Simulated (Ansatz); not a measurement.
**Mo, one cell by several methods**

```yaml
crystal:
  lattice:
    - [-1.58002, 1.58002, 1.58002]
    - [1.58002, -1.58002, 1.58002]
    - [1.58002, 1.58002, -1.58002]
  atoms:
    - { symbol: Mo, position: [0.00000, 0.00000, 0.00000] }
```

The structure comes from a relaxation in the same program, started in the bcc type, and has space group Im-3m. Whether it is a known phase or the ground state wasn't checked.

Methods: DFT, PBE, PAW with Ansatz's default frozen-core files, scalar-relativistic (Ansatz 0.2.0); DFT, PBE, all-electron LAPW, scalar-relativistic (Ansatz 0.2.0).

For PAW: a Γ-centred 16×16×16 k mesh, Fermi–Dirac smearing of 0.03 eV, cutoff 420 eV, no spin polarisation. LAPW targets a basis error of 0.5 meV/atom. The Ansatz runs share mesh, smearing and spin set-up. Plane-wave (PAW) pressures include the program's estimate of the Pulay term.

Stress and pressure are positive in compression.

Levels count from the Fermi level.

PAW results:

| quantity | PAW |
| --- | --- |
| pressure (GPa) | 0.00 |
| highest filled level at P (eV) | -2.601 |
| lowest empty level at P (eV) | 2.412 |
| highest filled level at H (eV) | -5.363 |
| lowest empty level at H (eV) | 3.927 |
| highest filled level at Γ (eV) | -1.343 |
| lowest empty level at Γ (eV) | 1.645 |

(1) What does full-potential LAPW give for the same quantities?

## Answers

(1) 
```json
{"quantity": "pressure (GPa)", "LAPW": "-0.01"}
{"quantity": "highest filled level at P (eV)", "LAPW": "-2.600"}
{"quantity": "lowest empty level at P (eV)", "LAPW": "2.414"}
{"quantity": "highest filled level at H (eV)", "LAPW": "-5.363"}
{"quantity": "lowest empty level at H (eV)", "LAPW": "3.930"}
{"quantity": "highest filled level at Γ (eV)", "LAPW": "-1.341"}
{"quantity": "lowest empty level at Γ (eV)", "LAPW": "1.648"}
```
